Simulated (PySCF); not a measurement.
## Vertical excitation energies

Thietane, C₃H₆S.
Atom-mapped SMILES: `[CH2:1]1[CH2:2][S:3][CH2:4]1` (hydrogens: H5, H6 on C1; H7, H8 on C2; H9, H10 on C4)

The calculation used PySCF, TDDFT CAM-B3LYP/def2-SVPD, vertical, gas phase, core orbitals frozen in the response. Isolated species at its GFN2-xTB geometry, gas phase.

Question: Predict the UV-vis stick spectrum at this level.

Answer: 

| state | λ (nm) | E (eV) | f | \|μ\| (D) | symmetry | main configurations (H = HOMO, L = LUMO) |
| --- | --- | --- | --- | --- | --- | --- |
| S1 | 273.4 | 4.54 | 0.0000 | 0.04 | – | H→L (89%) |
| S2 | 209.7 | 5.91 | 0.031 | 1.18 | A′ | H→L+2 (80%), H→L+1 (16%) |
| S3 | 201.8 | 6.14 | 0.0021 | 0.30 | A′ | H→L+1 (78%), H→L+2 (15%) |
| S4 | 187.4 | 6.61 | 0.043 | 1.31 | A′ | H→L+3 (99%) |
| S5 | 176.0 | 7.05 | 0.041 | 1.24 | A″ | H-1→L (91%) |
| S6 | 169.5 | 7.32 | 0.0000 | 0.02 | – | H→L+5 (77%), H→L+6 (11%), H→L (10%) |
| S7 | 164.3 | 7.55 | 0.0024 | 0.29 | A′ | H→L+4 (82%) |
| S8 | 155.0 | 8.00 | 0.0008 | 0.16 | – | H→L+6 (84%), H→L+5 (14%) |

Triplets (Tamm–Dancoff): T1 4.08 eV, H→L (84%), H→L+5 (11%); T2 5.48 eV, H→L+2 (76%), H→L+9 (11%); T3 5.84 eV, H→L+1 (79%), H→L+2 (10%).

The lowest singlet comes at 273 nm (438 kJ/mol) in the ultraviolet; it is dark (f under 0.0005); its leading configuration is HOMO→LUMO (89%). The strongest level in the table is S4 at 6.61 eV (187 nm, f = 0.043). Löwdin shares by element: HOMO sulfur 70%, carbon 19% or more; LUMO sulfur 61%, carbon 19% or more (atoms not listed hold the other 20%). Of the 8 states listed, 3 reach f = 0.01 and 2 stay under 0.0005. Orbital energies (eV): HOMO-3 -11.61, HOMO-2 -10.81, HOMO-1 -9.69, HOMO -7.62, LUMO 0.87, LUMO+1 1.36, LUMO+2 1.64. The oscillator strengths of these states sum to 0.121; summed over the whole spectrum of an exact calculation they would give the number of electrons, 40 (Thomas–Reiche–Kuhn). Symmetry labels in Cs follow from the direction of the transition dipole and are given only for states with f of 0.002 or more. Singlets were solved by full linear response, triplets in the Tamm–Dancoff approximation.

The run took 9.6 s on x86-64 server, one thread, no GPU, shared host.
